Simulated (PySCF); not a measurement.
Species: (SiH3)2PH, H₇PSi₂.
Bonds: Si1–P2, P2–Si3. Hydrogens: H4, H5, H6 on Si1; H7 on P2; H8, H9, H10 on Si3.

Method used: PBE0-D3(BJ)/def2-SVP geometry optimisation, gas phase in PySCF.

(1) What internal coordinates does the optimisation give?

## Answers

(1) 
```tsv
bond	length (Å)
Si1–P2, P2–Si3	2.263
Si1–H4 and 5 like bonds	1.494
P2–H7	1.431
```

Bonds in one row agree within 0.01 Å and their mean is given. A selection of angles:
```tsv
angle	degrees
P2–Si1–H4	107.4
P2–Si1–H5	108.7
P2–Si1–H6	113.6
H4–Si1–H5	109.2
Si1–P2–Si3	96.4
Si1–P2–H7	94.8
```

Si1 (SiH3 silicon) is distorted tetrahedral (angles from 107.4° to 113.6°). P2 (three-coordinate phosphorus) is pyramidal (angles 96.4°, 95.0° and 94.8°, sum 286.2°, 0.97 Å off the plane of its three neighbours).

Point group: Cs (every atom within 0.08 Å of its image). No frequency check.
